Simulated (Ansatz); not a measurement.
# CHSi (quartet): wave-function methods side by side, def2-QZVPP

An exercise on one series of results from a longer session: the logs are not shown, and one member is left open.

Program: Ansatz 0.2.0, Gaussian basis. Level of theory: def2-QZVPP, core rule «outside noble gas», up to 6 orbitals frozen. These are calculated values, not measurements.

The runs, in order: UHF; ROHF; CCSD(T) on UHF.

2 further runs of the same task are left out: 2 set aside as unsound or not needed.

## The geometry

The geometry is a PBE0/def2-TZVP stationary point (not a proven minimum) of the parent state, kept for this charge and spin.

3 atoms, charge 0, spin multiplicity 4.

Atoms are counted from 1 here; the program's logs count them from 0.

Bond lengths: Si1–C2 1.726 Å, Si1–H3 1.500 Å. Angles: C2–Si1–H3 180.0°.

The first run:

Input file in.yaml:

```yaml
crystal:
  periodic: [false, false, false]
  atoms:
    - {symbol: Si, position_ang: [0.000000, 0.000000, 0.075579]}
    - {symbol: C, position_ang: [0.000000, 0.000000, -1.650691]}
    - {symbol: H, position_ang: [0.000000, 0.000000, 1.575112]}
basis:
  gaussian: {orbitals: "def2-QZVPP.json"}
magnetization: {spin_polarized: true, initial_magnetization: 3}
hamiltonian: {xc: hf}
output: {orbitals: {seedname: orbitals}}
```

The run is started by

```
> ansatz run in.yaml --threads 1 --pin off --events-out ev --progress --plain --max-ram 4096MiB --backend cpu
```

Steps of the session up to this table: UHF; ROHF; CCSD(T) on UHF.

One table of the session follows, with a row left open; its other results are not shown here.

It belongs to the step «Misses and costs». 

```
  method  from UCCSD(T) (kcal/mol)
    ROHF                         ?
     UHF                   +154.34
    UMP2                    +28.30
   UCCSD                     +8.07
UCCSD(T)                         0
```

**Question.** Estimate the row for ROHF.

As computed: from UCCSD(T) (kcal/mol): +158.97. In the column «from UCCSD(T) (kcal/mol)» it is the highest.
